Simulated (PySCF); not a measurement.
NP.
SMILES: `N#P`

Method: CAM-B3LYP/def2-TZVP geometry optimisation, gas phase (PySCF 2.14.0).

Take the most abundant isotopes and a rigid rotor. 

Q: What are the moment of inertia and the rotational constant?

A: I = 20.862 u·Å², B = 505379 MHz·u·Å²/I = 24225 MHz (0.8081 cm⁻¹, or 1.163 K as hB/k). For two atoms I = μr² with μ = 9.6434 u and r = 1.4708 Å.

Q: List the first levels of a rigid rotor in a Σ state.

A: E(J) = BJ(J+1): J = 1: 1.616, J = 2: 4.848, J = 3: 9.697, J = 4: 16.161, J = 5: 24.242, J = 6: 33.939 cm⁻¹.

Q: Where do the first rotational lines fall?

A: The dipole is 3.00 D; J+1 ← J lies at 2B(J+1): 1 ← 0 at 48.45 GHz, 2 ← 1 at 96.90 GHz, 3 ← 2 at 145.35 GHz, 4 ← 3 at 193.80 GHz, 5 ← 4 at 242.25 GHz, 6 ← 5 at 290.70 GHz.

Q: Estimate the classical rotational partition function at 25 K, 50 K and 100 K.

A: Point group C∞v, symmetry number σ = 1; q = kT/(σhB), k/h = 20836.6 MHz/K: 21.5 at 25 K, 43.0 at 50 K, 86.0 at 100 K.

No CAM-B3LYP/def2-TZVP frequencies stand behind this structure, so it isn't proved a minimum. Constants of a rigid frame at the computed geometry: no zero-point averaging, no centrifugal distortion.

Time: 4.5 s; peak memory 0.30 GiB. Hardware: one thread, Arm Neoverse N1 (aarch64), on a shared host. That covers the optimisation of the geometry.
